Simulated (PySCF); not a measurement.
Protonation sites of diphosphorus

Molecule: diphosphorus, `P#P` (P2). Coordinates in Å; atoms count from 1 in this order:
```
P    -0.8088   -0.3099    0.3581
P     0.8143    0.3125   -0.3864
```

These are calculated values, PBE0-D3(BJ)/def2-TZVP in PySCF (grid level 2) at geometries from PBE0-D3(BJ)/def2-SVP. Thermal corrections: PBE0-D3(BJ)/def2-SVP frequencies, unscaled, ideal gas at 298.15 K and 1 bar, quasi-RRHO entropy.

```jsonl
{"site": "P1 (phosphorus)", "product": "P#[PH+]", "PA / kJ/mol": "616", "GB / kJ/mol": "592"}
```

PA is −ΔH and GB is −ΔG of B + H⁺ → BH⁺ in the gas phase.

---

Where does fluoroacetylene take a proton?

Molecule: fluoroacetylene, `C#CF` (C2HF). Numbering: `[CH:1]#[C:2][F:3]`

Energies: M06-2X/def2-TZVP (PySCF, density fitting, integration grid level 3) on PBE0-D3(BJ)/def2-SVP structures. Thermal corrections: PBE0-D3(BJ)/def2-SVP frequencies, unscaled, ideal gas at 298.15 K and 1 bar, quasi-RRHO entropy.

```csv
site,product,PA / kJ/mol,GB / kJ/mol
C1 (alkyne carbon),C=C=[F+],669,642
```

PA is −ΔH and GB is −ΔG of B + H⁺ → BH⁺ in the gas phase.

Structures, frequencies and single points took 40 s of wall time on 1 thread of Arm Neoverse V1 (shared host), launched as `OMP_NUM_THREADS=1 python redox_run.py task.json out`.

---

# Proton affinity of hydrogen fluoride, site by site

Parent: hydrogen fluoride, `F` (HF). Atom numbers as in the mapped SMILES `[FH:1]`.

Energies: ωB97X-D3(BJ)/def2-TZVP (PySCF, density fitting, integration grid level 2) on PBE0-D3(BJ)/def2-SVP structures. Thermal corrections: PBE0-D3(BJ)/def2-SVP frequencies, unscaled, ideal gas at 298.15 K and 1 bar, quasi-RRHO entropy.

```
         site  product  PA / eV  GB / eV
F1 (fluorine)   [H2F]+     5.11     4.82
```

PA is −ΔH and GB is −ΔG of B + H⁺ → BH⁺ in the gas phase.

Against the Active Thermochemical Tables (version 1.112): F1 485 (computed 493, error 8) kJ/mol.

Measured values (NIST Chemistry WebBook, evaluated or the median of agreeing entries): proton affinity (−ΔH) 484 kJ/mol (computed 493, difference 9); gas-phase basicity (−ΔG) 457 kJ/mol (computed 465, difference 9).

Differences come from unrounded values, so a last digit can differ from that of the printed terms.
